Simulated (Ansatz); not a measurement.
Basis-set extrapolation for C4H6O (PBE0-D4/def2-TZVP geometry, frozen core, Ansatz 0.2.0). Multiplicity 1, RHF reference.

```
                      def2-TZVPP   def2-QZVPP
                 HF  -229.788410  -229.799028
    MP2 correlation    -0.874132    -0.934362
CCSD(T) correlation    -0.955851      not run
```

Energies in hartree. Use E(X) = E(∞) + A·exp(−7.88·√X) for Hartree–Fock and E(X) = E(∞) + B·X^(−2.97) for correlation, with X = 3 and 4, and add CCSD(T) minus MP2 of the smaller set to the MP2 limit.

Task: What is the CCSD(T) energy at the basis-set limit?

Result: HF limit: -229.799028 + (-0.010618) × 0.13774 = -229.80049. MP2 limit: -0.934362 + (-0.060230) × 0.74074 = -0.97898. Higher-order term: -0.955851 − (-0.874132) = -0.08172. Total: -230.86119 hartree, 73.4 kcal/mol below CCSD(T)/def2-TZVPP.
